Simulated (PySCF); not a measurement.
Molecule: `CP(C)(C)=O`, C3H9OP.

Geometry:
| atom | x (Å) | y (Å) | z (Å) |
| --- | --- | --- | --- |
| C1 | 1.528 | 0.597 | -0.295 |
| P2 | 0.141 | -0.223 | 0.548 |
| C3 | -0.436 | -1.484 | -0.629 |
| C4 | -1.184 | 1.023 | 0.571 |
| O5 | 0.490 | -0.766 | 1.898 |
| H6 | 1.240 | 1.019 | -1.269 |
| H7 | 1.900 | 1.401 | 0.357 |
| H8 | 2.339 | -0.134 | -0.434 |
| H9 | -1.354 | -1.944 | -0.236 |
| H10 | -0.632 | -1.067 | -1.628 |
| H11 | 0.334 | -2.266 | -0.704 |
| H12 | -1.440 | 1.378 | -0.439 |
| H13 | -0.857 | 1.874 | 1.187 |
| H14 | -2.073 | 0.578 | 1.041 |

Geometry PBE0-D3(BJ)/def2-SVP throughout; GIAO in PySCF, gas phase, one conformer, non-relativistic; equivalent atoms averaged; basis pcSseg-1.

Problem. How do the shifts δ (against TMS, H3PO4, H2O at the same level) depend on the functional? (ppm; last column core-seconds on 1 thread of an AMD EPYC 7B13, shared host; the GGAs took longer than the global hybrids here, which isn't the general rule, and the cause wasn't traced)

Solution. 
| functional | kind | C1/C3/C4 | P2 | O5 | H6/H7/H8/H9/H10/H11/H12/H13/H14 | core-s |
| --- | --- | --- | --- | --- | --- | --- |
| HF | Hartree–Fock | 17.2 | 8.0 | 73.4 | 1.10 | 4.4 |
| LDA | LDA | 21.8 | -3.3 | 148.2 | 1.21 | 13 |
| PBE | GGA | 20.3 | -1.6 | 130.5 | 1.18 | 16 |
| BLYP | GGA | 20.4 | 2.8 | 132.8 | 1.16 | 15 |
| BP86 | GGA | 20.5 | -0.2 | 128.3 | 1.18 | 15 |
| OPBE | GGA | 18.9 | -1.4 | 111.8 | 1.18 | 16 |
| KT2 | GGA | 19.6 | -3.0 | 126.7 | 1.15 | 16 |
| KT3 | GGA | 18.7 | 0.5 | 115.7 | 1.15 | 16 |
| B97-D | GGA | 19.8 | 4.2 | 118.0 | 1.18 | 16 |
| B3LYP | global hybrid | 20.0 | 3.4 | 120.3 | 1.14 | 9 |
| PBE0 | global hybrid | 19.7 | -0.5 | 114.4 | 1.15 | 8.8 |
| mPW1PW91 | global hybrid | 19.7 | 0.2 | 112.3 | 1.15 | 8.9 |

Problem. Which nucleus moves most, in ppm?

Solution. O5 (P=O oxygen): from 73.4 ppm with HF to 148.2 ppm with LDA. The smallest spread is 0.11 ppm, at H6/H7/H8/H9/H10/H11/H12/H13/H14. Proton shifts span only some 12 ppm, so a few tenths of a ppm matter as much there as several ppm in carbon.
